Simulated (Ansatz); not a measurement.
The inner images of a band of CH6AlSi (9 atoms, charge 0, multiplicity 2) are given out of order.

Method: Ansatz 0.2.0, UKS B3LYP/6-31G*.

Initial state:

```xyz
9
Properties=species:S:1:pos:R:3
C -0.915 1.004 -1.045
Al 0.683 0.401 -0.071
Si 0.630 -1.537 1.337
H -0.702 1.102 -2.118
H -1.773 0.333 -0.934
H -1.225 2.000 -0.697
H 2.075 1.167 -0.165
H -0.557 -2.406 1.576
H 1.784 -2.065 2.118
```

Final state:

```xyz
9
Properties=species:S:1:pos:R:3
C -0.916 1.004 -1.045
Al 0.680 0.408 -0.061
Si 0.631 -1.540 1.333
H -0.705 1.065 -2.122
H -1.783 0.349 -0.910
H -1.208 2.015 -0.728
H 2.067 1.184 -0.143
H 1.786 -2.066 2.114
H -0.551 -2.419 1.562
```

Question: Put them in order from the first end to the last, with their energies above the first end.
A.
```xyz
9
Properties=species:S:1:pos:R:3
C -0.908 0.977 -1.038
Al 0.670 0.479 0.025
Si 0.656 -1.453 1.466
H -0.652 0.877 -2.103
H -1.780 0.343 -0.852
H -1.204 2.023 -0.886
H 2.008 1.340 -0.025
H 1.798 -2.408 1.557
H -0.588 -2.177 1.856
```
B.
```xyz
9
Properties=species:S:1:pos:R:3
C -0.852 0.966 -1.068
Al 0.680 0.494 0.077
Si 0.829 -1.648 1.207
H -0.665 0.734 -2.125
H -1.768 0.441 -0.777
H -1.045 2.045 -1.009
H 1.903 1.500 0.253
H 0.036 -2.826 0.743
H 0.882 -1.705 2.699
```
C.
```xyz
9
Properties=species:S:1:pos:R:3
C -0.886 0.935 -1.040
Al 0.674 0.517 0.085
Si 0.786 -1.440 1.544
H -0.592 0.802 -2.092
H -1.752 0.291 -0.860
H -1.203 1.981 -0.937
H 1.937 1.489 0.056
H 1.493 -2.653 1.027
H -0.459 -1.922 2.216
```
D.
```xyz
9
Properties=species:S:1:pos:R:3
C -0.899 1.013 -1.050
Al 0.667 0.444 -0.003
Si 0.625 -1.570 1.294
H -0.755 0.779 -2.114
H -1.829 0.529 -0.734
H -1.041 2.099 -0.984
H 2.031 1.263 0.010
H -0.538 -2.493 1.430
H 1.739 -2.064 2.151
```
E.
```xyz
9
Properties=species:S:1:pos:R:3
C -0.843 0.911 -1.083
Al 0.670 0.534 0.122
Si 0.923 -1.579 1.337
H -0.565 0.737 -2.132
H -1.726 0.299 -0.873
H -1.131 1.968 -1.006
H 1.814 1.630 0.297
H 0.549 -2.847 0.636
H 0.308 -1.652 2.701
```
F.
```xyz
9
Properties=species:S:1:pos:R:3
C -0.855 0.899 -1.061
Al 0.675 0.545 0.129
Si 0.913 -1.508 1.463
H -0.548 0.757 -2.108
H -1.718 0.250 -0.883
H -1.184 1.943 -0.973
H 1.836 1.635 0.215
H 1.001 -2.790 0.693
H -0.120 -1.731 2.525
```
G.
```xyz
9
Properties=species:S:1:pos:R:3
C -0.867 1.024 -1.042
Al 0.686 0.451 0.023
Si 0.680 -1.654 1.185
H -0.777 0.723 -2.094
H -1.807 0.604 -0.665
H -0.955 2.117 -1.029
H 2.013 1.325 0.124
H -0.388 -2.684 1.041
H 1.413 -1.907 2.457
```

Answer: D (+0.2 kJ/mol), G (+3.3 kJ/mol), B (+10.9 kJ/mol), E (+18.3 kJ/mol), F (+21.4 kJ/mol), C (+16.2 kJ/mol), A (+5.4 kJ/mol).

Run time: 14 min on 1 thread of Intel(R) Xeon(R) Processor @ 2.70GHz, on a shared host, peak memory 0.18 GiB.
